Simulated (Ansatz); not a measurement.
C4H6O2 can be A, `CC1(C=O)CO1`, or B, `CC(=O)/C=C\O`.

Program: Ansatz. Geometries: PBE0-D4/def2-TZVP. ΔE: electronic, gas phase. CBS: MP2 limit from def2 TZ/QZ plus the TZ coupled-cluster correction, frozen cores. Functionals use def2-TZVPP. B3LYP here is the variant with VWN-RPA as its local correlation; programs differ in this. One conformer a species, not always the lowest.

A:

Z-matrix (Å, degrees):
```
C
C 1 1.494
H 1 1.090 2 110.4
H 1 1.092 2 110.3 3 -120.5
H 1 1.091 2 110.1 3 120.8
C 2 1.491 1 117.8 3 -178.7
O 2 1.429 1 117.7 3 42.7
C 2 1.471 1 122.1 3 -25.1
O 6 1.199 2 124.2 1 12.3
H 6 1.111 2 113.6 1 -167.4
H 8 1.088 2 120.4 1 -151.7
H 8 1.087 2 117.4 1 -0.7
```

B:

Z-matrix (Å, degrees):
```
C
C 1 1.499
H 1 1.093 2 110.1
H 1 1.093 2 110.1 3 117.8
H 1 1.088 2 110.0 3 -121.0
O 2 1.240 1 120.0 3 120.6
C 2 1.438 1 118.8 3 -59.3
C 7 1.359 2 119.1 1 180.0
H 7 1.081 2 120.9 1 -0.0
O 8 1.307 7 123.8 2 0.0
H 8 1.088 7 122.1 2 -180.0
H 10 1.012 8 104.5 7 -0.0
```

**Question.** Which is lower in electronic energy at CCSD(T)/CBS, and by how much? (Estimate.)

**Answer.** Ansatz gave: B, by 120.8 kJ/mol.

**Question.** Give E(B) − E(A) in kJ/mol with B3LYP-D4, r2SCAN-D4, CCSD/def2-TZVPP, PBE0-D4, ωB97M-V, B2PLYP, PBE-D4. (Best estimate.)

**Answer.** Computed: B3LYP-D4 -137.9, r2SCAN-D4 -135.5, CCSD/def2-TZVPP -111.9, PBE0-D4 -126.7, ωB97M-V -121.8, B2PLYP -131.2, PBE-D4 -134.5. None reverses the order clearly.

Largest T1 diagnostic: 0.017.

From PBE to PBE0 (25 % exact exchange), in def2-TZVPP and without D4, E(B) − E(A) moves by +7.8 kJ/mol.
